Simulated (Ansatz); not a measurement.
Ideal-gas functions of C$_{2}$H$_{3}$, SMILES `[CH]=C` radical at 298.15 K and 1 bar, from an Ansatz frequency run at PBE0-D4/def2-TZVP.

Molar mass 27.05 g/mol, point group Cs (symmetry number 1), electronic degeneracy 2, moments of inertia 2.138, 15.398, 17.536 u Å². Harmonic wavenumbers (cm⁻¹, unscaled): 709, 836, 928, 1046, 1388, 1668, 3074, 3170, 3263.

Use S(trans) = R[1.5 ln M + 2.5 ln T − 1.1517]; rotational temperatures θ = 24.2544 K / I; S(rot) = R[ln(√π/σ · √(T³/θAθBθC)) + 1.5]; for each mode x = 1.438777 ν̃/T, S = R[x/(eˣ − 1) − ln(1 − e⁻ˣ)] and H = RT x/(eˣ − 1); 1 cm⁻¹ = 0.0119627 kJ/mol; R = 8.31446 J/(mol·K).

Problem. By hand: the entropy, in J/(mol·K).

Solution. Translation 150.0. Rotation: θ = 11.3444, 1.5752, 1.3831 K, giving 75.0. Vibration, mode by mode: 1.24, 0.75, 0.52, 0.32, 0.08, 0.02, 0.00, 0.00, 0.00, in all 2.9. Electronic 5.8. Sum 233.7 J/(mol·K).

Problem. By hand: H − E and G − E in kJ/mol, counted from the electronic energy.

Solution. Zero-point energy ½ × 16082 × 0.0119627 = 96.2; thermal vibration 0.7; translation, rotation and pV give 4 RT = 9.9. H − E = 106.8 kJ/mol, and G − E = 106.8 − 298.15 × 233.7/1000 = 37.1 kJ/mol.

Vibration gives 1 % of the entropy; all modes have x over 3 and are hardly excited.
